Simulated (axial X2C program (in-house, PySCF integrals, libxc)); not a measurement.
# Testing model relations on F₂⁻

A bond curve at the PBE0 level, two-component, was computed with an in-house all-electron X2C program for linear molecules (integrals from PySCF) (basis F dyall-av3z [7s6p3d2f] (cores contracted in-house)) for the state Ω = 1/2 (⟨Sz⟩ = 0.50, ⟨Lz⟩ = 0.00 at PBE0). Its fit gives Re = 1.9765 Å, ωe = 378.1 cm⁻¹, ωexe = 7.36 cm⁻¹ and αe = 9.873e-03 cm⁻¹; the masses are 18.9984 and 18.9984 u. Two-component means X2C with spin–orbit coupling and atomic mean-field Coulomb and Gaunt terms.

Find the reduced mass, Be and the force constant.

From the PBE0 values: μ = 9.4992 u. Be = 16.8576/(μ Re²) = 0.4543 cm⁻¹. k = 5.8918×10⁻⁷ μ ωe² = 0.8 mdyn/Å.

Estimate the centrifugal constant by the Kratzer relation.

D = 4Be³/ωe² = 2.62e-06 cm⁻¹.

Estimate De from a Morse curve and compare with the computed well depth of 1.620 eV to F- + F.

De(Morse) = ωe²/(4ωexe) = 0.602 eV against 1.620 eV computed, a ratio of 0.37. The extrapolation falls short: long-range attraction (ionic or ion–induced dipole) or a change of character along the curve can cause this.

Where do the fundamental and the first overtone lie?

ν(1←0) = ωe − 2ωexe = 363.4 cm⁻¹; ν(2←0) = 2ωe − 6ωexe = 712.0 cm⁻¹.

A Morse curve ties αe to the other constants (Pekeris). How well does that hold?

αe(Morse) = 6Be²/ωe × (√(ωexe/Be) − 1) = 9.907e-03 cm⁻¹; the PBE0 curve gives 9.873e-03 cm⁻¹, a ratio of 1.00.

The state is a single determinant with fixed occupations, the lowest that a limited PBE0 search found. Dissociation energies refer to the lowest single-determinant-based atoms at the same level and basis. Density functionals use the spin component along the axis (collinear). In 2c an atomic determinant is not the ground J level, so De misses part of the atomic spin–orbit lowering. This holds for PBE0. The functionals have no current-density term, which raises determinants with orbital currents, atoms included. The levels of this run spread widely (ωe from 302 to 483 cm⁻¹), so these constants depend on the method.
